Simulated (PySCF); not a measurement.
Electronic absorption of C4H10O

Compound: C₄H₁₀O.
SMILES: `CC[C@H](C)O`

Computed, not measured: PySCF, TDDFT PBE0/def2-SVPD, vertical, gas phase, core orbitals frozen in the response. Geometry: PBE0-D3(BJ)/def2-SVP, one conformer, isolated molecule. Torsions of this conformer, `[CH3:1][CH2:2][C@H:3]([CH3:4])[OH:5]`: C1–C2–C3–C4 -178°, H–O5–C3–C2 -177°.

Problem. Predict the UV-vis stick spectrum at this level.

Solution. 

```
state  λ (nm)  E (eV)       f   main configurations (H = HOMO, L = LUMO)
   S1   178.6    6.94  0.0089                                  H→L (93%)
   S2   152.6    8.12   0.011                   H→L+1 (52%), H→L+2 (33%)
   S3   151.2    8.20   0.029                   H→L+2 (53%), H→L+1 (38%)
   S4   150.3    8.25   0.018                                H-1→L (89%)
   S5   147.4    8.41   0.071                                H→L+3 (90%)
   S6   139.5    8.89   0.013                                H-2→L (91%)
   S7   136.6    9.07  0.0072  H-1→L+1 (48%), H-1→L+2 (18%), H→L+4 (16%)
   S8   136.0    9.12   0.019                 H→L+4 (76%), H-1→L+1 (12%)
   S9   134.1    9.25   0.044               H-1→L+2 (67%), H-1→L+1 (26%)
  S10   132.9    9.33  0.0068      H-3→L (52%), H→L+5 (20%), H-4→L (13%)
```

Triplets (Tamm–Dancoff): T1 6.66 eV, H→L (89%); T2 7.88 eV, H→L+3 (33%), H-1→L (21%), H→L+1 (17%); T3 7.99 eV, H→L+2 (54%), H-1→L (35%); T4 8.08 eV, H-1→L (34%), H→L+1 (27%), H→L+2 (18%).

The lowest singlet lies at 6.94 eV (179 nm, vacuum ultraviolet) and is weak; its leading configuration is HOMO→LUMO (93%). The most intense listed level is S5 at 8.41 eV (147 nm, f = 0.071), 1.47 eV above S1. Löwdin shares by element: HOMO oxygen 58%, carbon 24% or more, hydrogen 8% or more; LUMO carbon 24% or more, oxygen 22%, hydrogen 15% or more (atoms not listed hold the other 39%). Orbital energies (eV): HOMO-3 -9.87, HOMO-2 -9.40, HOMO-1 -8.92, HOMO -7.85, LUMO 0.53, LUMO+1 1.35, LUMO+2 1.43. Weighted by f, the mean energy of these states is 8.60 eV. The listed states span 2.39 eV, and the widest gap between neighbours is 1.18 eV (S1 to S2). No computed singlet lies in the visible range (380 to 750 nm); the lowest, at 179 nm, stands 3.68 eV above its violet end (3.26 eV). The vertical ionisation energy (ΔSCF) is 10.15 eV, 0.81 eV above S10. Singlets were solved by full linear response, triplets in the Tamm–Dancoff approximation.

Hardware: Arm Neoverse V1, one thread (shared host). Cost: 86 s wall.
